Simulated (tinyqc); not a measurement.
Worked calculation (part 1 of 2): RKS/B3LYP (VWN-RPA form) in the sto-3g basis, for H2O, spin multiplicity 1. Computed by tinyqc, a small Python program that keeps every step (integrals from PySCF). Settings: charge = 0, multiplicity = 1, basis = sto-3g, energy threshold = 1e-09, iteration cap = 58, orthogonalisation = symmetric, start = core, DIIS depth = 0, method = RKS, functional = b3lyp, grid = [40, 26]. Command: `OMP_NUM_THREADS=1 python tinyqc.py 21516 21517 out.jsonl` (the two numbers bound the seeds that draw the settings). One thread of a shared host (Intel(R) Xeon(R) Processor @ 2.60GHz), about 1 s of CPU time with the checks. Later iterations appear only in the table of the cycle.

## One-electron integrals

Geometry (angstrom):
```
atom         x          y         z
O     0.000000   0.000000  0.000000
H     0.000000   0.701000  0.640000
H     0.000000  -0.701000  0.640000
```

Basis sto-3g: exponents (1/bohr^2) and contraction coefficients of normalised primitives:
```
element  l (shell)    exponent  coefficient
O            s (1)  130.709320     0.154329
O            s (1)   23.808861     0.535328
O            s (1)    6.443608     0.444635
O            s (2)    5.033151    -0.099967
O            s (2)    1.169596     0.399513
O            s (2)    0.380389     0.700115
O            p (3)    5.033151     0.155916
O            p (3)    1.169596     0.607684
O            p (3)    0.380389     0.391957
H            s (1)    3.425251     0.154329
H            s (1)    0.623914     0.535328
H            s (1)    0.168855     0.444635
```

Overlap, kinetic and nuclear-attraction integrals over the contracted functions; the nuclear repulsion is the sum of Za Zb / Rab.

nuclear repulsion = 9.29731358 hartree

overlap S:
```
           1O 1s     1O 2s    1O 2px     1O 2py    1O 2pz     2H 1s      3H 1s
1O 1s   1.000000  0.236704  0.000000   0.000000  0.000000  0.055010   0.055010
1O 2s   0.236704  1.000000  0.000000   0.000000  0.000000  0.480064   0.480064
1O 2px  0.000000  0.000000  1.000000   0.000000  0.000000  0.000000   0.000000
1O 2py  0.000000  0.000000  0.000000   1.000000  0.000000  0.292608  -0.292608
1O 2pz  0.000000  0.000000  0.000000   0.000000  1.000000  0.267146   0.267146
2H 1s   0.055010  0.480064  0.000000   0.292608  0.267146  1.000000   0.294878
3H 1s   0.055010  0.480064  0.000000  -0.292608  0.267146  0.294878   1.000000
```

kinetic energy T (hartree):
```
            1O 1s      1O 2s    1O 2px     1O 2py    1O 2pz      2H 1s      3H 1s
1O 1s   29.003200  -0.168011  0.000000   0.000000  0.000000  -0.001936  -0.001936
1O 2s   -0.168011   0.808128  0.000000   0.000000  0.000000   0.132487   0.132487
1O 2px   0.000000   0.000000  2.528731   0.000000  0.000000   0.000000   0.000000
1O 2py   0.000000   0.000000  0.000000   2.528731  0.000000   0.214512  -0.214512
1O 2pz   0.000000   0.000000  0.000000   0.000000  2.528731   0.195845   0.195845
2H 1s   -0.001936   0.132487  0.000000   0.214512  0.195845   0.760032   0.019508
3H 1s   -0.001936   0.132487  0.000000  -0.214512  0.195845   0.019508   0.760032
```

nuclear attraction V (hartree):
```
             1O 1s       1O 2s     1O 2px      1O 2py      1O 2pz      2H 1s      3H 1s
1O 1s   -61.733439   -7.447000   0.000000    0.000000   -0.021287  -1.781744  -1.781744
1O 2s    -7.447000  -10.151378   0.000000    0.000000   -0.249633  -3.935428  -3.935428
1O 2px    0.000000    0.000000  -9.993272    0.000000    0.000000   0.000000   0.000000
1O 2py    0.000000    0.000000   0.000000  -10.132172    0.000000  -2.129038   2.129038
1O 2pz   -0.021287   -0.249633   0.000000    0.000000  -10.109050  -2.034065  -2.034065
2H 1s    -1.781744   -3.935428   0.000000   -2.129038   -2.034065  -5.894365  -1.880309
3H 1s    -1.781744   -3.935428   0.000000    2.129038   -2.034065  -1.880309  -5.894365
```

core Hamiltonian H = T + V (hartree):
```
             1O 1s      1O 2s     1O 2px     1O 2py     1O 2pz      2H 1s      3H 1s
1O 1s   -32.730239  -7.615011   0.000000   0.000000  -0.021287  -1.783680  -1.783680
1O 2s    -7.615011  -9.343250   0.000000   0.000000  -0.249633  -3.802941  -3.802941
1O 2px    0.000000   0.000000  -7.464541   0.000000   0.000000   0.000000   0.000000
1O 2py    0.000000   0.000000   0.000000  -7.603441   0.000000  -1.914526   1.914526
1O 2pz   -0.021287  -0.249633   0.000000   0.000000  -7.580319  -1.838220  -1.838220
2H 1s    -1.783680  -3.802941   0.000000  -1.914526  -1.838220  -5.134333  -1.860800
3H 1s    -1.783680  -3.802941   0.000000   1.914526  -1.838220  -1.860800  -5.134333
```

## Two-electron integrals

Functions are numbered as in S; the eight-fold symmetry (ij|kl) = (ji|kl) = (kl|ij) leaves the list below.

Two-electron integrals (ij|kl) in chemists' order, unique and non-zero (hartree):
```
(11|11) 4.785065    (21|11) 0.741380    (21|21) 0.136873    (22|11) 1.118947
(22|21) 0.256633    (22|22) 0.817206    (31|31) 0.024477    (32|31) 0.037809
(32|32) 0.180518    (33|11) 1.115814    (33|21) 0.256684    (33|22) 0.817023
(33|33) 0.880159    (41|41) 0.024477    (42|41) 0.037809    (42|42) 0.180518
(43|43) 0.047444    (44|11) 1.115814    (44|21) 0.256684    (44|22) 0.817023
(44|33) 0.785270    (44|44) 0.880159    (51|51) 0.024477    (52|51) 0.037809
(52|52) 0.180518    (53|53) 0.047444    (54|54) 0.047444    (55|11) 1.115814
(55|21) 0.256684    (55|22) 0.817023    (55|33) 0.785270    (55|44) 0.785270
(55|55) 0.880159    (61|11) 0.175125    (61|21) 0.032041    (61|22) 0.059633
(61|33) 0.059520    (61|41) 0.001087    (61|42) 0.002028    (61|44) 0.059708
(61|51) 0.000992    (61|52) 0.001852    (61|54) 0.000172    (61|55) 0.059677
(61|61) 0.007598    (62|11) 0.409233    (62|21) 0.094961    (62|22) 0.332831
(62|33) 0.327323    (62|41) 0.005239    (62|42) 0.039357    (62|44) 0.336166
(62|51) 0.004783    (62|52) 0.035932    (62|54) 0.008073    (62|55) 0.334694
(62|61) 0.022630    (62|62) 0.165254    (63|31) 0.010138    (63|32) 0.058276
(63|43) 0.008260    (63|53) 0.007541    (63|63) 0.024072    (64|11) 0.212263
(64|21) 0.049911    (64|22) 0.186855    (64|33) 0.178301    (64|41) 0.012563
(64|42) 0.079323    (64|44) 0.199695    (64|51) 0.002214    (64|52) 0.019215
(64|54) 0.011991    (64|55) 0.182364    (64|61) 0.012441    (64|62) 0.112691
(64|64) 0.100071    (65|11) 0.193792    (65|21) 0.045568    (65|22) 0.170595
(65|33) 0.162786    (65|41) 0.002214    (65|42) 0.019215    (65|44) 0.167235
(65|51) 0.012159    (65|52) 0.075819    (65|54) 0.012322    (65|55) 0.181577
(65|61) 0.011359    (65|62) 0.102885    (65|64) 0.069386    (65|65) 0.087420
(66|11) 0.535797    (66|21) 0.126350    (66|22) 0.506159    (66|33) 0.485532
(66|41) 0.009356    (66|42) 0.095576    (66|44) 0.518947    (66|51) 0.008542
(66|52) 0.087260    (66|54) 0.030508    (66|55) 0.513385    (66|61) 0.030410
(66|62) 0.310691    (66|64) 0.242077    (66|65) 0.221012    (66|66) 0.774606
(71|11) 0.175125    (71|21) 0.032041    (71|22) 0.059633    (71|33) 0.059520
(71|41) -0.001087   (71|42) -0.002028   (71|44) 0.059708    (71|51) 0.000992
(71|52) 0.001852    (71|54) -0.000172   (71|55) 0.059677    (71|61) 0.007495
(71|62) 0.022009    (71|64) 0.011008    (71|65) 0.011052    (71|66) 0.029249
(71|71) 0.007598    (72|11) 0.409233    (72|21) 0.094961    (72|22) 0.332831
(72|33) 0.327323    (72|41) -0.005239   (72|42) -0.039357   (72|44) 0.336166
(72|51) 0.004783    (72|52) 0.035932    (72|54) -0.008073   (72|55) 0.334694
(72|61) 0.022009    (72|62) 0.138263    (72|64) 0.064329    (72|65) 0.083942
(72|66) 0.218550    (72|71) 0.022630    (72|72) 0.165254    (73|31) 0.010138
(73|32) 0.058276    (73|43) -0.008260   (73|53) 0.007541    (73|63) 0.019616
(73|73) 0.024072    (74|11) -0.212263   (74|21) -0.049911   (74|22) -0.186855
(74|33) -0.178301   (74|41) 0.012563    (74|42) 0.079323    (74|44) -0.199695
(74|51) -0.002214   (74|52) -0.019215   (74|54) 0.011991    (74|55) -0.182364
(74|61) -0.011008   (74|62) -0.064329   (74|64) -0.010653   (74|65) -0.038104
(74|66) -0.088042   (74|71) -0.012441   (74|72) -0.112691   (74|74) 0.100071
(75|11) 0.193792    (75|21) 0.045568    (75|22) 0.170595    (75|33) 0.162786
(75|41) -0.002214   (75|42) -0.019215   (75|44) 0.167235    (75|51) 0.012159
(75|52) 0.075819    (75|54) -0.012322   (75|55) 0.181577    (75|61) 0.011052
(75|62) 0.083942    (75|64) 0.038104    (75|65) 0.069809    (75|66) 0.146183
(75|71) 0.011359    (75|72) 0.102885    (75|74) -0.069386   (75|75) 0.087420
(76|11) 0.184671    (76|21) 0.043273    (76|22) 0.165048    (76|33) 0.160918
(76|44) 0.163695    (76|51) 0.003398    (76|52) 0.030463    (76|55) 0.170355
(76|61) 0.010237    (76|62) 0.082777    (76|64) 0.048374    (76|65) 0.057936
(76|66) 0.162645    (76|71) 0.010237    (76|72) 0.082777    (76|74) -0.048374
(76|75) 0.057936    (76|76) 0.050462    (77|11) 0.535797    (77|21) 0.126350
(77|22) 0.506159    (77|33) 0.485532    (77|41) -0.009356   (77|42) -0.095576
(77|44) 0.518947    (77|51) 0.008542    (77|52) 0.087260    (77|54) -0.030508
(77|55) 0.513385    (77|61) 0.029249    (77|62) 0.218550    (77|64) 0.088042
(77|65) 0.146183    (77|66) 0.367107    (77|71) 0.030410    (77|72) 0.310691
(77|74) -0.242077   (77|75) 0.221012    (77|76) 0.162645    (77|77) 0.774606
```

## Orthogonalisation

S = U s U^T; symmetric (Loewdin) form X = U s^(-1/2) U^T, so that X^T S X = 1.

eigenvalues of S: 0.337209  0.413269  0.878900  1.000000  1.102007  1.291853  1.976762

X:
```
            1O 1s      1O 2s    1O 2px     1O 2py     1O 2pz      2H 1s      3H 1s
1O 1s    1.024196  -0.143461  0.000000   0.000000  -0.011277   0.021750   0.021750
1O 2s   -0.143461   1.250270  0.000000   0.000000   0.124513  -0.296582  -0.296582
1O 2px   0.000000   0.000000  1.000000   0.000000   0.000000   0.000000   0.000000
1O 2py   0.000000   0.000000  0.000000   1.104287   0.000000  -0.225048   0.225048
1O 2pz  -0.011277   0.124513  0.000000   0.000000   1.067898  -0.162261  -0.162261
2H 1s    0.021750  -0.296582  0.000000  -0.225048  -0.162261   1.220651  -0.110430
3H 1s    0.021750  -0.296582  0.000000   0.225048  -0.162261  -0.110430   1.220651
```

## Starting guess

The start is the orbitals of the core Hamiltonian; D = 2 C_occ C_occ^T.

D at the start:
```
            1O 1s      1O 2s    1O 2px     1O 2py     1O 2pz      2H 1s      3H 1s
1O 1s    2.134748  -0.608686  0.000000   0.000000  -0.062304   0.086616   0.086616
1O 2s   -0.608686   2.743319  0.000000   0.000000   0.386589  -0.389762  -0.389762
1O 2px   0.000000   0.000000  2.000000   0.000000   0.000000   0.000000   0.000000
1O 2py   0.000000   0.000000  0.000000   2.352180   0.000000  -0.371650   0.371650
1O 2pz  -0.062304   0.386589  0.000000   0.000000   2.232359  -0.275065  -0.275065
2H 1s    0.086616  -0.389762  0.000000  -0.371650  -0.275065   0.136353   0.018909
3H 1s    0.086616  -0.389762  0.000000   0.371650  -0.275065   0.018909   0.136353
```

## Iteration 1: exchange-correlation on the grid

Becke grid with 40 radial and 26 angular points per atom, points of zero weight dropped. rho = sum D_ij phi_i phi_j; V_xc,ij = sum w v_xc phi_i phi_j plus the gradient terms; v_xc is d(rho eps)/d rho at fixed gradient. Exact exchange is left to K.

The 12 grid points with the largest w rho, of 3064 (bohr, atomic units):
```
x                  y          z         w       rho  |grad rho|^2     eps_xc       v_xc
1.129387    0.000000   0.000000  0.126124  0.414362      1.237114  -0.516795  -0.621773
-1.129387   0.000000   0.000000  0.126124  0.414362      1.237114  -0.516795  -0.621773
0.972395    0.000000   0.000000  0.084129  0.612852      1.997897  -0.573084  -0.709824
-0.972395   0.000000   0.000000  0.084129  0.612852      1.997897  -0.573084  -0.709824
0.000000    0.000000  -1.129387  0.126264  0.403777      1.136824  -0.512274  -0.616994
0.000000    0.000000   0.972395  0.077787  0.653922      2.773105  -0.587623  -0.722305
0.000000    0.000000  -0.972395  0.084171  0.593287      1.808743  -0.567067  -0.702830
0.000000    0.000000   0.831481  0.053460  0.911684      3.917732  -0.643118  -0.808876
0.000000   -0.972395   0.000000  0.075571  0.630449      2.428797  -0.580265  -0.714578
0.000000    0.972395   0.000000  0.075571  0.630449      2.428797  -0.580265  -0.714578
1.303671    0.000000   0.000000  0.186070  0.250553      0.594167  -0.454710  -0.526697
-1.303671   0.000000   0.000000  0.186070  0.250553      0.594167  -0.454710  -0.526697
```

electrons on the grid, sum of w rho = 10.032409

E_xc = sum of w rho eps_xc = -8.37499657 hartree

V_xc (hartree):
```
            1O 1s      1O 2s     1O 2px     1O 2py     1O 2pz      2H 1s      3H 1s
1O 1s   -2.517907  -0.357056   0.000000   0.000000  -0.001424  -0.084978  -0.084978
1O 2s   -0.357056  -0.692935   0.000000   0.000000  -0.003896  -0.254860  -0.254860
1O 2px   0.000000   0.000000  -0.687222   0.000000   0.000000   0.000000   0.000000
1O 2py   0.000000   0.000000   0.000000  -0.687909   0.000000  -0.133222   0.133222
1O 2pz  -0.001424  -0.003896   0.000000   0.000000  -0.691023  -0.123040  -0.123040
2H 1s   -0.084978  -0.254860   0.000000  -0.133222  -0.123040  -0.313881  -0.108702
3H 1s   -0.084978  -0.254860   0.000000   0.133222  -0.123040  -0.108702  -0.313881
```

## Iteration 1: building the Kohn-Sham matrix

J_ij = sum D_kl (ij|kl), K_ij = sum D_kl (ik|jl); F = H + J - 0.1 K + V_xc; E = tr D H + tr D J / 2 - 0.05 tr D K + E_xc + E_nn.

Coulomb J (hartree):
```
            1O 1s      1O 2s    1O 2px     1O 2py     1O 2pz     2H 1s      3H 1s
1O 1s   18.776106   3.585018  0.000000   0.000000   0.004858  0.839026   0.839026
1O 2s    3.585018   8.878382  0.000000   0.000000  -0.007555  3.502853   3.502853
1O 2px   0.000000   0.000000  8.875906   0.000000   0.000000  0.000000   0.000000
1O 2py   0.000000   0.000000  0.000000   8.868120   0.000000  1.924453  -1.924453
1O 2pz   0.004858  -0.007555  0.000000   0.000000   8.867755  1.751724   1.751724
2H 1s    0.839026   3.502853  0.000000   1.924453   1.751724  5.094939   1.689725
3H 1s    0.839026   3.502853  0.000000  -1.924453   1.751724  1.689725   5.094939
```

exchange K (hartree):
```
           1O 1s     1O 2s    1O 2px     1O 2py    1O 2pz     2H 1s      3H 1s
1O 1s   9.859400  1.725125  0.000000   0.000000  0.001804  0.423086   0.423086
1O 2s   1.725125  2.876512  0.000000   0.000000  0.000131  0.997371   0.997371
1O 2px  0.000000  0.000000  2.378661   0.000000  0.000000  0.000000   0.000000
1O 2py  0.000000  0.000000  0.000000   2.370051  0.000000  0.410331  -0.410331
1O 2pz  0.001804  0.000131  0.000000   0.000000  2.367148  0.371393   0.371393
2H 1s   0.423086  0.997371  0.000000   0.410331  0.371393  0.520365   0.343436
3H 1s   0.423086  0.997371  0.000000  -0.410331  0.371393  0.343436   0.520365
```

Kohn-Sham matrix F (hartree):
```
             1O 1s      1O 2s    1O 2px     1O 2py     1O 2pz      2H 1s      3H 1s
1O 1s   -17.457980  -4.559562  0.000000   0.000000  -0.018033  -1.071940  -1.071940
1O 2s    -4.559562  -1.445455  0.000000   0.000000  -0.261098  -0.654686  -0.654686
1O 2px    0.000000   0.000000  0.486277   0.000000   0.000000   0.000000   0.000000
1O 2py    0.000000   0.000000  0.000000   0.339765   0.000000  -0.164328   0.164328
1O 2pz   -0.018033  -0.261098  0.000000   0.000000   0.359698  -0.246676  -0.246676
2H 1s    -1.071940  -0.654686  0.000000  -0.164328  -0.246676  -0.405312  -0.314121
3H 1s    -1.071940  -0.654686  0.000000   0.164328  -0.246676  -0.314121  -0.405312
```

total energy of this density = -73.55099981 hartree

## Iteration 1: diagonalisation and new density

Diagonalise F' = X^T F X, C = X C', fill 5 alpha and 5 beta electrons from the bottom; D = 2 C_occ C_occ^T. Each column has its largest component positive (the first on a tie).

F' = X^T F X (hartree):
```
            1          2         3          4          5          6          7
1  -17.091049  -2.529649  0.000000   0.000000  -0.029565  -0.174180  -0.174180
2   -2.529649  -0.359734  0.000000   0.000000  -0.055684  -0.332974  -0.332974
3    0.000000   0.000000  0.486277   0.000000   0.000000   0.000000   0.000000
4    0.000000   0.000000  0.000000   0.568443   0.000000  -0.315311   0.315311
5   -0.029565  -0.055684  0.000000   0.000000   0.507528  -0.253120  -0.253120
6   -0.174180  -0.332974  0.000000  -0.315311  -0.253120  -0.032374  -0.102123
7   -0.174180  -0.332974  0.000000   0.315311  -0.253120  -0.102123  -0.032374
```

orbital energies (hartree): MO1 -17.470895, MO2 -0.581640, MO3 -0.191802, MO4 0.274315, MO5 0.486277, MO6 0.700468, MO7 0.829993

coefficients C:
```
              MO1        MO2        MO3        MO4       MO5        MO6        MO7
1O 1s    0.992421  -0.162637   0.000000  -0.226715  0.000000  -0.088784   0.000000
1O 2s    0.034269   0.438156   0.000000   1.097225  0.000000   0.614918   0.000000
1O 2px   0.000000   0.000000   0.000000   0.000000  1.000000   0.000000   0.000000
1O 2py   0.000000   0.000000   0.284172   0.000000  0.000000   0.000000   1.113548
1O 2pz   0.005571   0.193372   0.000000  -0.306782  0.000000   1.037860   0.000000
2H 1s   -0.008199   0.386442   0.698005  -0.482234  0.000000  -0.590850  -0.670316
3H 1s   -0.008199   0.386442  -0.698005  -0.482234  0.000000  -0.590850   0.670316
```

D after iteration 1:
```
            1O 1s      1O 2s    1O 2px     1O 2py     1O 2pz      2H 1s      3H 1s
1O 1s    2.125499  -0.572017  0.000000   0.000000   0.087263   0.076686   0.076686
1O 2s   -0.572017   2.794114  0.000000   0.000000  -0.503382  -0.720156  -0.720156
1O 2px   0.000000   0.000000  2.000000   0.000000   0.000000   0.000000   0.000000
1O 2py   0.000000   0.000000  0.000000   0.161507   0.000000   0.396707  -0.396707
1O 2pz   0.087263  -0.503382  0.000000   0.000000   0.263078   0.445244   0.445244
2H 1s    0.076686  -0.720156  0.000000   0.396707   0.445244   1.738331  -0.210515
3H 1s    0.076686  -0.720156  0.000000  -0.396707   0.445244  -0.210515   1.738331
```

## Iteration 2: exchange-correlation on the grid

As before.

The 12 grid points with the largest w rho, of 3064 (bohr, atomic units):
```
x                 y         z         w       rho  |grad rho|^2     eps_xc       v_xc
-1.129387  0.000000  0.000000  0.126124  0.409120      1.205497  -0.514903  -0.619227
1.129387   0.000000  0.000000  0.126124  0.409120      1.205497  -0.514903  -0.619227
-0.972395  0.000000  0.000000  0.084129  0.604910      1.952758  -0.570934  -0.706791
0.972395   0.000000  0.000000  0.084129  0.604910      1.952758  -0.570934  -0.706791
-1.303671  0.000000  0.000000  0.186070  0.247577      0.578424  -0.453130  -0.524733
1.303671   0.000000  0.000000  0.186070  0.247577      0.578424  -0.453130  -0.524733
-0.831481  0.000000  0.000000  0.055117  0.818247      2.659564  -0.620380  -0.783011
0.831481   0.000000  0.000000  0.055117  0.818247      2.659564  -0.620380  -0.783011
-0.705534  0.000000  0.000000  0.035388  1.030587      3.025679  -0.661828  -0.846854
0.705534   0.000000  0.000000  0.035388  1.030587      3.025679  -0.661828  -0.846854
-1.496596  0.000000  0.000000  0.270601  0.132782      0.198795  -0.387058  -0.432794
1.496596   0.000000  0.000000  0.270601  0.132782      0.198795  -0.387058  -0.432794
```

electrons on the grid, sum of w rho = 10.015984

E_xc = sum of w rho eps_xc = -7.37895761 hartree

V_xc (hartree):
```
            1O 1s      1O 2s     1O 2px     1O 2py     1O 2pz      2H 1s      3H 1s
1O 1s   -2.490107  -0.335772   0.000000   0.000000   0.002975  -0.079758  -0.079758
1O 2s   -0.335772  -0.612514   0.000000   0.000000  -0.000480  -0.253207  -0.253207
1O 2px   0.000000   0.000000  -0.645427   0.000000   0.000000   0.000000   0.000000
1O 2py   0.000000   0.000000   0.000000  -0.587463   0.000000  -0.145659   0.145659
1O 2pz   0.002975  -0.000480   0.000000   0.000000  -0.590777  -0.137569  -0.137569
2H 1s   -0.079758  -0.253207   0.000000  -0.145659  -0.137569  -0.452952  -0.127362
3H 1s   -0.079758  -0.253207   0.000000   0.145659  -0.137569  -0.127362  -0.452952
```
